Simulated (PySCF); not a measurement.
Point-charge models of `C#CC1=NC1` against its computed dipole.

Coordinates (PBE0-D3(BJ)/def2-SVP, Å) and charges (e) from the PBE0/pcSseg-1 density (PySCF):

```tsv
atom	x	y	z	Mulliken	IAO	Hirshfeld	ESP-fitted
C1	2.310	0.056	-0.212	-0.3150	-0.1664	-0.0593	-0.2212
C2	1.108	-0.093	-0.278	+0.4005	-0.0408	-0.0330	-0.2377
C3	-0.288	-0.216	-0.318	-0.0611	+0.1440	+0.0835	+0.5349
N4	-1.215	-0.934	-0.783	-0.2602	-0.2399	-0.1439	-0.3319
C5	-1.609	0.256	0.054	-0.1294	-0.1919	-0.0509	-0.3506
H6	3.377	0.176	-0.162	+0.0874	+0.2153	+0.1104	+0.2834
H7	-2.010	0.049	1.054	+0.1389	+0.1399	+0.0466	+0.1612
H8	-2.060	1.107	-0.472	+0.1389	+0.1399	+0.0466	+0.1619
```

Problem. Form Σ q r in debye for every column and set it beside the full dipole.

Solution. The full density gives (1.62, 1.65, 1.09) D, 2.55 D in size; dipole vectors point from the negative to the positive end.

```json
{"scheme": "Mulliken", "μx": "-0.06", "μy": "1.65", "μz": "1.15", "size (D)": "2.01", "share of the full size (%)": "79", "angle to the full dipole (°)": "41"}
{"scheme": "IAO", "μx": "1.38", "μy": "1.62", "μz": "1.08", "size (D)": "2.39", "share of the full size (%)": "94", "angle to the full dipole (°)": "4"}
{"scheme": "Hirshfeld", "μx": "1.16", "μy": "0.85", "μz": "0.55", "size (D)": "1.54", "share of the full size (%)": "60", "angle to the full dipole (°)": "10"}
{"scheme": "ESP-fitted", "μx": "1.63", "μy": "1.69", "μz": "1.11", "size (D)": "2.59", "share of the full size (%)": "102", "angle to the full dipole (°)": "1"}
```

Problem. Which set comes closest?

Solution. Length of the difference vector: ESP-fitted 0.05 D, IAO 0.24 D, Hirshfeld 1.07 D, Mulliken 1.68 D. Closest: ESP-fitted. 

Problem. What is left for the Hirshfeld atoms' own dipoles?

Solution. The Hirshfeld atoms' densities add up to the full density, so μ = Σ q r + Σ (atomic dipoles). The atomic dipoles sum to (1.62, 1.65, 1.09) − (1.16, 0.85, 0.55) = (0.46, 0.80, 0.54) D, 1.07 D in size.

Problem. With the origin at the mean of the coordinates, (-0.048, 0.050, -0.140) Å, which are the largest single terms, by size, of the Mulliken dipole along the direction of the full one?

Solution. C1 -2.22, N4 +2.06, C2 +1.12, H6 +0.94, H8 -0.49 D; all 8 atoms together +1.52 D. The single terms depend on the origin, their sum doesn't.

Problem. Give the size of the full dipole in other units.

Solution. 2.55 D = 1.005 au = 0.532 e·Å = 8.52 × 10⁻³⁰ C·m.

Geometry: PBE0-D3(BJ)/def2-SVP; no solvent, vibrations or thermal averaging.
